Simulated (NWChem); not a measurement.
AlCl3

SMILES: [Al]([Cl])([Cl])[Cl]
```xyz
4

Al     0.0000     0.0000     0.0000
Cl     0.0000     0.0000     2.0937
Cl     1.8132     0.0000    -1.0468
Cl    -1.8132     0.0000    -1.0468
```
Charge 0, spin multiplicity 1.

All runs are NWChem calculations. Structure: optimised with PBE/def2-SVP, a minimum by its harmonic frequencies.

Symmetry labels belong to the abelian group C2v used in the runs, with the axes of the coordinates shown; states degenerate in a higher group split over its labels.

The structure started from a generated list of species.

List the lowest 6 singlet excitations that TDA-PBE0/def2-SVP gives, with oscillator strengths.


| state | symmetry | energy (eV) | wavelength (nm) | f |
|---|---|---|---|---|
| 1 | b1 | 6.55 | 189 | 0.000 |
| 2 | a2 | 6.73 | 184 | 0.000 |
| 3 | a2 | 6.94 | 179 | 0.000 |
| 4 | b2 | 6.94 | 179 | 0.000 |
| 5 | a1 | 7.18 | 173 | 0.025 |
| 6 | b1 | 7.18 | 173 | 0.025 |
